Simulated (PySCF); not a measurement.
## Chlorine: a sound run and one with changed settings

Sound run: Cl [Ne] 3s2 3p5, Cl⁺ [Ne] 3s2 3p4. Calculation: PySCF 2.14, in jorge-DZP-DKH (7s4p1d, 24 functions); scalar relativity by spin-free X2C-1e. In the sound run the correlated levels freeze [Ne]. The sound run starts from symmetry-adapted Hartree-Fock orbitals and uses a fine grid where one is needed.

Changed run: initial guess minao, at most 50 SCF cycles.

```json
{"species": "Cl", "method": "UHF", "sound run (hartree)": "-460.88376", "changed run (hartree)": "-460.88376", "converged": "yes"}
{"species": "Cl", "method": "r2SCAN", "sound run (hartree)": "-461.53187", "changed run (hartree)": "-461.53187", "converged": "yes"}
{"species": "Cl", "method": "CCSD(T)", "sound run (hartree)": "-461.01816", "changed run (hartree)": "-461.01816", "converged": "yes"}
{"species": "Cl⁺", "method": "PBE", "sound run (hartree)": "-460.90329", "changed run (hartree)": "-460.90329", "converged": "yes"}
{"species": "Cl⁺", "method": "MP2", "sound run (hartree)": "-460.54393", "changed run (hartree)": "-460.54393", "converged": "yes"}
```

Here the plain start reaches the same solutions.
